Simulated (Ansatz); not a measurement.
Relaxation of BFH₄O (7 atoms, charge 0, multiplicity 1), to a largest force component of 0.03 eV/Å in at most 50 steps.

Level of theory: RKS B3LYP/cc-pVDZ in Ansatz.

```xyz
7
Properties=species:S:1:pos:R:3
B 0.033 0.336 -0.030
F -0.095 0.430 1.299
H 1.136 0.455 -0.496
H -0.982 0.269 -0.678
O 0.178 -2.193 0.555
H -0.739 -2.469 0.399
H 0.111 -1.683 1.396
```

Problem. Where does it end, and by what steps?

Solution. The run converged. The force dipped under the threshold on the way, but the program's further checks kept it going. After 20 steps the energy has fallen by 0.293 eV; H7 moved furthest, 0.56 Å. Joined: B1–O5 (2.60 → 1.78 Å).

```json
{"step": "0", "energy less start (eV)": "0.0000", "largest force component (eV/Å)": "0.637", "accepted": "yes"}
{"step": "1", "energy less start (eV)": "-0.0602", "largest force component (eV/Å)": "1.694", "accepted": "yes"}
{"step": "2", "energy less start (eV)": "-0.1400", "largest force component (eV/Å)": "1.779", "accepted": "yes"}
{"step": "3", "energy less start (eV)": "-0.2333", "largest force component (eV/Å)": "1.466", "accepted": "yes"}
{"step": "4", "energy less start (eV)": "-0.2745", "largest force component (eV/Å)": "0.246", "accepted": "yes"}
{"step": "5", "energy less start (eV)": "-0.2785", "largest force component (eV/Å)": "0.125", "accepted": "yes"}
{"step": "6", "energy less start (eV)": "-0.2817", "largest force component (eV/Å)": "0.055", "accepted": "yes"}
{"step": "7", "energy less start (eV)": "-0.2833", "largest force component (eV/Å)": "0.049", "accepted": "yes"}
{"step": "8", "energy less start (eV)": "-0.2845", "largest force component (eV/Å)": "0.117", "accepted": "yes"}
{"step": "9", "energy less start (eV)": "-0.2842", "largest force component (eV/Å)": "0.106", "accepted": "no"}
{"step": "10", "energy less start (eV)": "-0.2855", "largest force component (eV/Å)": "0.025", "accepted": "yes"}
{"step": "11", "energy less start (eV)": "-0.2873", "largest force component (eV/Å)": "0.109", "accepted": "yes"}
{"step": "12", "energy less start (eV)": "-0.2791", "largest force component (eV/Å)": "0.789", "accepted": "no"}
{"step": "13", "energy less start (eV)": "-0.2896", "largest force component (eV/Å)": "0.031", "accepted": "yes"}
{"step": "14", "energy less start (eV)": "-0.2904", "largest force component (eV/Å)": "0.209", "accepted": "yes"}
{"step": "15", "energy less start (eV)": "-0.2913", "largest force component (eV/Å)": "0.102", "accepted": "yes"}
{"step": "16", "energy less start (eV)": "-0.2925", "largest force component (eV/Å)": "0.007", "accepted": "yes"}
{"step": "17", "energy less start (eV)": "-0.2922", "largest force component (eV/Å)": "0.223", "accepted": "no"}
{"step": "18", "energy less start (eV)": "-0.2929", "largest force component (eV/Å)": "0.015", "accepted": "yes"}
{"step": "19", "energy less start (eV)": "-0.2916", "largest force component (eV/Å)": "0.281", "accepted": "no"}
{"step": "20", "energy less start (eV)": "-0.2931", "largest force component (eV/Å)": "0.012", "accepted": "yes"}
```

```xyz
7
Properties=species:S:1:pos:R:3
B -0.005 0.011 0.052
F -0.376 0.493 1.300
H 1.158 0.186 -0.249
H -0.871 0.046 -0.799
O 0.027 -1.737 0.357
H -0.871 -1.988 0.635
H 0.580 -1.865 1.149
```

Time of the run: 12 s on 1 thread of AMD EPYC 9R45 96-Core Processor (Zen 5), with other jobs on the host, peak memory 0.15 GiB.
